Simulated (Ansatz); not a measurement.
Geometry optimisation, Ansatz 0.2.0, RKS PBE-D4/def2-SVP.

Input:

```yaml
crystal:
  periodic: [false, false, false]
  atoms:
    - { symbol: C, position_ang: [0.4632, -0.5997, 1.4502] }
    - { symbol: C, position_ang: [0.7001, -0.0595, 0.0159] }
    - { symbol: C, position_ang: [1.1463, -1.2312, -0.8596] }
    - { symbol: C, position_ang: [-0.4001, 0.6914, -0.6671] }
    - { symbol: "N", position_ang: [-1.6726, -0.104, -0.8003] }
    - { symbol: "N", position_ang: [-0.9286, 1.8612, 0.0461] }
    - { symbol: H, position_ang: [-0.3746, -1.2819, 1.4599] }
    - { symbol: H, position_ang: [1.3397, -1.0256, 1.8525] }
    - { symbol: H, position_ang: [0.1585, 0.287, 2.1505] }
    - { symbol: H, position_ang: [1.5434, 0.6528, 0.11] }
    - { symbol: H, position_ang: [1.419, -0.897, -1.8367] }
    - { symbol: H, position_ang: [0.4331, -2.0042, -0.9067] }
    - { symbol: H, position_ang: [2.0292, -1.6615, -0.4323] }
    - { symbol: H, position_ang: [-0.1839, 1.0006, -1.6493] }
    - { symbol: H, position_ang: [-2.3758, 0.5116, -1.1792] }
    - { symbol: H, position_ang: [-2.0186, -0.2822, 0.1624] }
    - { symbol: H, position_ang: [-0.1464, 2.5372, 0.1151] }
    - { symbol: H, position_ang: [-1.1696, 1.6165, 1.0205] }
basis:
  gaussian: { orbitals: def2-SVP }
hamiltonian:
  xc: pbe
  dispersion: d4
relax:
  f_tol: 0.015
  max_steps: 40
```

Run as:

```bash
$ ansatz run input.yaml --threads 2 --pin off --max-ram 3072MiB --backend cpu --events-out ev --progress --plain --runs-dir out
```

Question: Where does it end, and by what steps?

Answer: The run converged. After 8 steps the energy has fallen by 0.748 eV; H18 moved furthest, 0.22 Å.

| step | energy less start (eV) | largest force component (eV/Å) | accepted |
| --- | --- | --- | --- |
| 0 | 0.0000 | 4.506 | yes |
| 1 | -0.6444 | 1.253 | yes |
| 2 | -0.7236 | 0.804 | yes |
| 3 | -0.7408 | 0.183 | yes |
| 4 | -0.7471 | 0.069 | yes |
| 5 | -0.7475 | 0.077 | yes |
| 6 | -0.7480 | 0.033 | yes |
| 7 | -0.7477 | 0.043 | no |
| 8 | -0.7481 | 0.011 | yes |

```xyz
18
Properties=species:S:1:pos:R:3
C 0.393 -0.564 1.450
C 0.698 -0.066 0.032
C 1.167 -1.210 -0.872
C -0.494 0.706 -0.606
N -1.640 -0.178 -0.757
N -0.851 1.967 0.061
H -0.374 -1.367 1.445
H 1.300 -0.989 1.925
H 0.033 0.253 2.111
H 1.524 0.679 0.110
H 1.462 -0.836 -1.874
H 0.345 -1.938 -1.022
H 2.039 -1.742 -0.439
H -0.167 0.993 -1.633
H -2.415 0.371 -1.153
H -1.967 -0.476 0.173
H -0.051 2.617 0.041
H -1.040 1.790 1.059
```

Whether the end is a true minimum wasn't checked by a vibrational analysis.

Run time: 35 s on 2 threads of Arm Neoverse V2, with other jobs on the host, peak memory 0.19 GiB.
